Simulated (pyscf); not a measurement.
A first-order saddle from PySCF, ωB97X-D3(BJ)/def2-SVP:

```
Nb
O 1 1.7843
H 2 1.1883 1 85.52
O 3 1.2748 2 133.19 1 7.46
H 4 0.9634 3 129.53 2 -131.84
F 1 1.8479 2 114.44 3 -89.14
F 1 1.8539 2 99.13 3 165.80
F 1 1.8636 2 122.43 3 65.57
```
Charge 0, spin multiplicity 1.

Surface: singlet, charge 0. Lowest wavenumbers (cm⁻¹): 1502i, 78, 154, 202, 214.

### Question
Name the species on either side of this saddle.

### Answer
O=Nb(F)(F)–F + H₂O ⇌ HO–Nb(OH)(F)(F)–F, an addition across a multiple bond or ene-type step read from left to right: H–O broken and H–O, Nb–O formed. At ωB97M-D3(BJ)/def2-TZVP it lies +0.43 eV from the left side and +1.02 eV from the right (each side as separated species at their lowest minima found). On the reactant side the descent ends in an adduct with a Nb–O contact, 0.87 eV under the separated species and 1.24 eV under the saddle at ωB97X-D3(BJ)/def2-TZVP. What is counted as formed (Nb–O) is already present as a longer contact in the reactant adduct; forming that adduct is a step of its own. At the saddle there is also a short H–Nb contact that neither side keeps. This is the saddle that the search found; another between the same sides may lie lower. Elements past Kr carry the def2 core potentials, without spin-orbit coupling.
